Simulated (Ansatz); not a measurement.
# SiH₃O radical: a ladder of functionals and wavefunction methods

One table from this session's results is given with a row withheld; the runs are named, their logs left out.

The runs use Ansatz 0.2.0, Gaussian basis; functionals in def2-TZVPP, the program's frozen cores in correlated methods.

Levels to be run: LDA (SPW92), PBE-D4, revPBE-D4, BLYP-D4, r2SCAN-D4, B97M-V, PBE0-D4, B3LYP-D4, r2SCANh-D4, r2SCAN0-D4, HSE06-D4, BHLYP-D4, CAM-B3LYP-D4, LC-ωPBE, ωB97X-V, ωB97M-V, B2PLYP, PBE-QIDH; CCSD(T)/def2-SVP; CCSD(T)/def2-TZVPP; CCSD(T)/def2-QZVPP; extrapolation to the limit; RPA on PBE.

## The geometry

The geometry comes from an earlier relaxation with PBE0-D4 in a triple-zeta def2 set; it is a stationary point.

SMILES `O[SiH2]`, 5 atoms, charge 0, spin multiplicity 2.

Atoms are counted from 1 here; the program's logs count them from 0.

Bond lengths: O1–Si2 1.652 Å, O1–H3 0.959 Å, Si2–H4 1.497 Å, Si2–H5 1.487 Å. Angles: Si2–O1–H3 117.3°, O1–Si2–H4 111.2°, O1–Si2–H5 105.6°, H4–Si2–H5 110.5°.

Coordinates:

```
O     0.6178   -0.4461    0.8267
Si    0.0620    0.3335   -0.5200
H     0.6706   -1.4024    0.7903
H    -1.2425   -0.2406   -0.9788
H    -0.1079    1.7556   -0.1182
```

The first run:

in.yaml reads:

```yaml
crystal:
  periodic: [false, false, false]
  atoms:
    - {symbol: O, position_ang: [0.617759, -0.446062, 0.826694]}
    - {symbol: Si, position_ang: [0.061966, 0.333479, -0.519970]}
    - {symbol: H, position_ang: [0.670644, -1.402424, 0.790256]}
    - {symbol: H, position_ang: [-1.242495, -0.240575, -0.978797]}
    - {symbol: H, position_ang: [-0.107874, 1.755572, -0.118183]}
basis:
  gaussian: {orbitals: def2-TZVPP}
magnetization: {spin_polarized: true, initial_magnetization: 1}
hamiltonian: {xc: lda}
output: {orbitals: {seedname: orbitals}}
```

Run with:

```sh
> ansatz run in.yaml --threads 2 --pin off --events-out ev --progress --plain --max-ram 32768MiB --backend cpu
```

Among the steps run: LDA; PBE-D4 (GGA); revPBE-D4 (GGA); BLYP-D4 (GGA); r2SCAN-D4 (meta-GGA); B97M-V (meta-GGA); B3LYP-D4 (hybrid); r2SCANh-D4 (hybrid); r2SCAN0-D4 (hybrid); HSE06-D4 (hybrid); BHLYP-D4 (hybrid); CAM-B3LYP-D4 (range-separated); LC-ωPBE (range-separated); ωB97X-V (range-separated); ωB97M-V (range-separated); B2PLYP (double hybrid); PBE-QIDH (double hybrid).

One of the session's tables, all rows but one given; the rest of the session is left out.

It belongs to the step «Orbital energies across the functionals». 

| functional | HOMO (eV) | LUMO (eV) | gap (eV) |
| --- | --- | --- | --- |
| LDA (SPW92) | -4.66 | -3.42 | 1.24 |
| PBE-D4 | -4.71 | -2.98 | 1.73 |
| revPBE-D4 | -4.70 | -2.84 | 1.85 |
| BLYP-D4 | -4.52 | -3.05 | 1.47 |
| r2SCAN-D4 | -5.06 | -2.48 | 2.58 |
| B97M-V | -4.79 | -3.25 | 1.53 |
| PBE0-D4 | -5.89 | -2.05 | 3.84 |
| B3LYP-D4 | ? | ? | ? |
| r2SCANh-D4 | -5.50 | -2.18 | 3.31 |
| r2SCAN0-D4 | -6.15 | -1.75 | 4.40 |
| HSE06-D4 | -5.49 | -2.43 | 3.06 |
| BHLYP-D4 | -6.90 | -1.30 | 5.60 |
| CAM-B3LYP-D4 | -7.13 | -1.20 | 5.94 |
| LC-ωPBE | -8.57 | 0.28 | 8.85 |
| ωB97X-V | -8.05 | -0.29 | 7.76 |
| ωB97M-V | -7.67 | -0.44 | 7.23 |

Q: Estimate the row for B3LYP-D4 from the others.

Worked estimate for «HOMO (eV)». Against the share of exact exchange, BLYP-D4 (0, -4.52), BHLYP-D4 (0.5, -6.90) give a slope of -4.76 per unit share; at 0.2 the line stands at -5.47.

As computed: HOMO (eV): -5.62; LUMO (eV): -2.49; gap (eV): 3.13. In «HOMO (eV)» the line misses by +0.15.
